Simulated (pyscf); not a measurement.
H₃C–In(CH₃)–Cl (SMILES [CH3][In]([CH3])[Cl]) + H₂ (SMILES [H][H]) → H₃C–InH–CH₃ (SMILES [CH3][InH][CH3]) + HCl (SMILES Cl) (four-centre exchange; singlet surface; Cl–In, H–H broken, H–In, Cl–H formed). Structures and frequencies: ωB97X-D3(BJ)/def2-SVP in PySCF. Energies in kcal/mol from the separated reactants.

```
level                   barrier  reaction energy
----------------------  -------  ---------------
ωB97X-D3(BJ)/def2-TZVP     31.2            +33.7
r²SCAN/def2-TZVP           26.9            +32.5
B3LYP-D3(BJ)/def2-TZVP     29.5            +31.8
PBE0-D3(BJ)/def2-TZVP      26.9            +30.7
M06-2X/def2-TZVP           32.2            +35.0
ωB97M-D3(BJ)/def2-TZVP     30.5            +29.5
```

On the product side the descent ends in an adduct with a Cl–In contact, 7.0 kcal/mol under the separated species and 4.5 kcal/mol under the saddle at ωB97X-D3(BJ)/def2-TZVP. At ωB97X-D3(BJ), r²SCAN, B3LYP-D3(BJ), PBE0-D3(BJ), M06-2X the saddle lies under the separated products, which points to a path from their complex (located at ωB97X-D3(BJ) alone), and parting the products costs more than the saddle. What is counted as broken (Cl–In) persists as a longer contact in the product adduct; parting that adduct is a step of its own. This is the saddle that the search found; another between the same sides may lie lower. Elements past Kr carry the def2 core potentials, without spin-orbit coupling.
